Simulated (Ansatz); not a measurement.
# Worked example: C4H9FO + C2HClF2 → C3H6F2O + C3H4ClF

Species: C4H9FO `CCCOCF`, singlet; C2HClF2 `F/C=C(\F)Cl`, singlet; C3H6F2O `FCCOCF`, singlet; C3H4ClF `C/C(Cl)=C/F`, singlet. The partners trade CH3 for F; both sit on C, so the bond types are kept.

Shapes, held fixed at every level: PBE0-D4/def2-TZVP. Flexible molecules stand in one conformer, not always the lowest. Programs: Ansatz 0.2.0. Electronic energies: no zero-point or thermal term.

At CCSD(T)/CBS estimate; 1 Eh = 2625.50 kJ/mol:

```
species  energy (Eh)
 C4H9FO  -332.582469
C2HClF2  -736.009151
C3H6F2O  -392.501268
C3H4ClF  -676.103860
```

**Question.** Work out ΔE of the reaction at this level.

**Answer.** 
1. Products less reactants: (-392.501268) + (-676.103860) − [(-332.582469) + (-736.009151)] = -0.013508 Eh = -35.5 kJ/mol.

Other levels give -45.1 (HF/def2-TZVPP) to -26.6 kJ/mol (PBE-D4/def2-TZVPP). No measured value is set beside it here. The CBS estimate extrapolates MP2 from def2-TZVPP and def2-QZVPP and adds CCSD(T) − MP2 in the triple-zeta set, cores frozen.
